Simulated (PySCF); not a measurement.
**Computed spin Hamiltonian**

Species: C5H9O (doublet state).
SMILES with atom numbers: `[CH2:1]/[C:2](=[CH:3]\[CH3:4])[O:5][CH3:6]` (hydrogens: H7, H8 on C1; H9 on C3; H10, H11, H12 on C4; H13, H14, H15 on C6)

Structure used (GFN2-xTB), in Å, numbered top down from 1:
```
atom  x, y, z in Å
C1     0.388    1.866    0.209
C2    -0.177    0.615    0.078
C3     0.543   -0.559   -0.072
C4     2.028   -0.636   -0.108
O5    -1.554    0.636    0.109
C6    -2.267   -0.565   -0.017
H7     1.448    2.014    0.193
H8    -0.249    2.722    0.319
H9     0.023   -1.493   -0.207
H10    2.401   -0.469   -1.123
H11    2.358   -1.626    0.202
H12    2.489    0.105    0.539
H13   -3.319   -0.287    0.047
H14   -2.032   -1.266    0.792
H15   -2.083   -1.049   -0.982
```

The hyperfine couplings belong to this conformer and change with its torsions.

Computed with UKS B3LYP, pcH-1 on C H O, non-relativistic, mean-field spin-orbit, GIAO in PySCF 2.14.0. Isolated species at its GFN2-xTB geometry (one conformer only). GFN2-xTB frequencies show an imaginary mode (38i cm⁻¹), so this geometry is no minimum at that level. Couplings are sensitive to structure, and on GFN2-xTB geometries they can be far from those on DFT ones. No stability test was run, so a lower SCF solution isn't excluded. ⟨S²⟩ is 0.776 where a pure state has 0.75.

```
g1, g2, g3                      : 2.00219, 2.00269, 2.00276
g_iso                           : 2.00255
Form of g                       : close to axial: the two nearest values differ by 12 % of g3 − g1
⟨S²⟩                            : 0.7762 (exact 0.7500)
HOMO–LUMO gap, α and β orbitals : 6.61, 4.13 eV
Basis functions                 : 240
```

Hyperfine couplings atom by atom, in MHz; T1 to T3 are the principal values of the dipolar part; ρ(0) is the spin density at the nucleus:

| atom | isotope | a_iso | T1 | T2 | T3 | Mulliken spin population | ρ(0) (bohr⁻³) |
| --- | --- | --- | --- | --- | --- | --- | --- |
| C1 | 13C | 54.4 | -53.0 | -51.3 | 104.4 | 0.70 | 0.0483 |
| C2 | 13C | -50.6 | -27.5 | 11.4 | 16.1 | -0.23 | -0.0450 |
| C3 | 13C | 54.0 | -50.6 | -48.7 | 99.3 | 0.63 | 0.0480 |
| C4 | 13C | -20.4 | -1.1 | 0.1 | 1.0 | -0.05 | -0.0182 |
| O5 | 17O | 4.6 | -5.5 | -4.2 | 9.7 | -0.02 | -0.0076 |
| C6 | 13C | -0.1 | -0.9 | 0.3 | 0.6 | 0.00 | -0.0001 |
| H7 | 1H | -40.9 | -23.0 | -1.0 | 24.0 | -0.03 | -0.0092 |
| H8 | 1H | -42.2 | -25.9 | -0.2 | 26.2 | -0.03 | -0.0095 |
| H9 | 1H | -40.2 | -24.5 | -0.3 | 24.8 | -0.03 | -0.0090 |
| H10 | 1H | 79.2 | -3.0 | -2.5 | 5.5 | 0.03 | 0.0177 |
| H11 | 1H | 17.7 | -3.1 | -2.7 | 5.8 | 0.01 | 0.0040 |
| H12 | 1H | 25.5 | -3.8 | -1.0 | 4.8 | 0.01 | 0.0057 |
| H13 | 1H | 0.1 | -0.7 | -0.6 | 1.4 | 0.00 | 0.0000 |
| H14 | 1H | -0.7 | -2.0 | -1.5 | 3.5 | 0.00 | -0.0002 |
| H15 | 1H | -1.0 | -1.9 | -1.5 | 3.4 | 0.00 | -0.0002 |

The largest Mulliken spin populations are on C1 (+0.70), C3 (+0.63) and C2 (-0.23). The positive populations add up to 1.39 and the negative ones to -0.39, together 2S = 1. The angles at C1 add up to 360.0°, so it is planar; its axial dipolar tensor and the negative couplings of its protons fit spin in a p orbital normal to that plane.

Axes: g2 points within 5° of the C3–H9 bond.

Under fast tumbling the dipolar parts average out, and these isotropic splittings remain: 1 × 1H (H8, I = 1/2, 2 lines) with 1.51 mT, 1 × 1H (H7, I = 1/2, 2 lines) with 1.46 mT, 3 × 1H (H10/H11/H12, I = 1/2, 4 lines) with 1.46 mT and 1 × 1H (H9, I = 1/2, 2 lines) with 1.43 mT.

Means are taken over nuclei equivalent by connectivity, which assumes that they swap fast. H7 and H8 aren't averaged: C1 is flat or nearly so (angle sum 360°), and its turn about the short C1–C2 bond (1.38 Å) is taken as slow. The three 1H nuclei of mean +40.8 MHz run from 17.7 to 79.2 MHz in the frozen geometry.

The 13C coupling of C1 (54.4 MHz) shows only in satellite lines or after enrichment, since that isotope makes up about 1.07 % of natural carbon.

The spin density at the nucleus, in bohr⁻³, is negative for C2 (-0.0450), C4 (-0.0182) and H8 (-0.0095), for instance. A restricted open-shell determinant has no negative spin density anywhere; here it arises because α and β orbitals differ (spin polarisation).
